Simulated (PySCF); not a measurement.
**Running PySCF for Cl2**

Input:

```python
from pyscf import gto, scf

mol = gto.M(
    atom='Cl 0 0 0; Cl 0 0 1.746',
    basis='jorge-dzp',
    charge=0,
    spin=0,
    verbose=4,
)
mf = scf.UHF(mol)
mf.kernel()
mf.nuc_grad_method().kernel()
mf.dip_moment()
print('orbital energies (hartree):', [e[max(0, n-3):n+3].round(4) for e, n in zip(mf.mo_energy, mol.nelec)])
```

```bash
$ OMP_NUM_THREADS=1 python input.py
```

The log (some set-up lines and the per-cycle HOMO/LUMO lines with their warnings removed):

```
PySCF version 2.14.0

[INPUT] verbose = 4
[INPUT] num. atoms = 2
[INPUT] num. electrons = 34
[INPUT] charge = 0
[INPUT] spin (= nelec alpha-beta = 2S) = 0
[INPUT] symmetry False subgroup None
[INPUT] Mole.unit = angstrom
[INPUT] Symbol           X                Y                Z      unit          X                Y                Z       unit  Magmom
[INPUT]  1 Cl     0.000000000000   0.000000000000   0.000000000000 AA    0.000000000000   0.000000000000   0.000000000000 Bohr   0.0
[INPUT]  2 Cl     0.000000000000   0.000000000000   1.746000000000 AA    0.000000000000   0.000000000000   3.299461813491 Bohr   0.0

nuclear repulsion = 87.5900423573196
number of shells = 24
number of NR pGTOs = 88
number of NR cGTOs = 48
basis = jorge-dzp
ecp = {}

******** <class 'pyscf.scf.uhf.UHF'> ********
method = UHF
initial guess = minao
damping factor = 0
level_shift factor = 0
DIIS = <class 'pyscf.scf.diis.CDIIS'>
diis_start_cycle = 1
diis_space = 8
diis_damp = 0
SCF conv_tol = 1e-09
SCF conv_tol_grad = None
SCF max_cycles = 50
direct_scf = True
direct_scf_tol = 1e-13
number electrons alpha = 17  beta = 17
Set gradient conv threshold to 3.16228e-05
init E= -919.467601030217
cycle= 1 E= -918.901899959664  delta_E= 0.566  |g|= 0.21  |ddm|= 1.07
cycle= 2 E= -918.922406574959  delta_E= -0.0205  |g|= 0.0828  |ddm|= 0.235
cycle= 3 E= -918.925528994403  delta_E= -0.00312  |g|= 0.012  |ddm|= 0.0688
cycle= 4 E= -918.925676423377  delta_E= -0.000147  |g|= 0.00234  |ddm|= 0.0183
cycle= 5 E= -918.925682503028  delta_E= -6.08e-06  |g|= 0.000323  |ddm|= 0.00367
cycle= 6 E= -918.925682599425  delta_E= -9.64e-08  |g|= 5.2e-05  |ddm|= 0.000422
cycle= 7 E= -918.925682602578  delta_E= -3.15e-09  |g|= 1.85e-05  |ddm|= 8.49e-05
cycle= 8 E= -918.925682603112  delta_E= -5.34e-10  |g|= 4.77e-06  |ddm|= 4.01e-05
Extra cycle  E= -918.925682603138  delta_E= -2.55e-11  |g|= 2.56e-06  |ddm|= 6.44e-06
converged SCF energy = -918.925682603138  <S^2> = 4.0692782e-11  2S+1 = 1

******** <class 'pyscf.grad.uhf.Gradients'> for <class 'pyscf.scf.uhf.UHF'> ********
unit = Eh/Bohr
--------------- UHF gradients ---------------
         x                y                z
0 Cl     0.0000000000     0.0000000000     0.2251479017
1 Cl    -0.0000000000    -0.0000000000    -0.2251479017
----------------------------------------------
Dipole moment(X, Y, Z, Debye):  0.00000,  0.00000, -0.00000
orbital energies (hartree): [array([-0.6126, -0.4123, -0.4123,  0.1375,  0.4135,  0.5059]), array([-0.6126, -0.4123, -0.4123,  0.1375,  0.4135,  0.5059])]
```

In short: E(SCF) = -918.925683 Eh, 8 cycles, μz(SCF) = 0.00 D, gradient on the second atom -0.2251 Eh/bohr.

Run time: 2.4 s on 1 thread of Arm Neoverse N1 (shared host), peak memory 0.12 GiB.

The bond length is a typed value, not an optimised one. No search for the lowest solution was made.
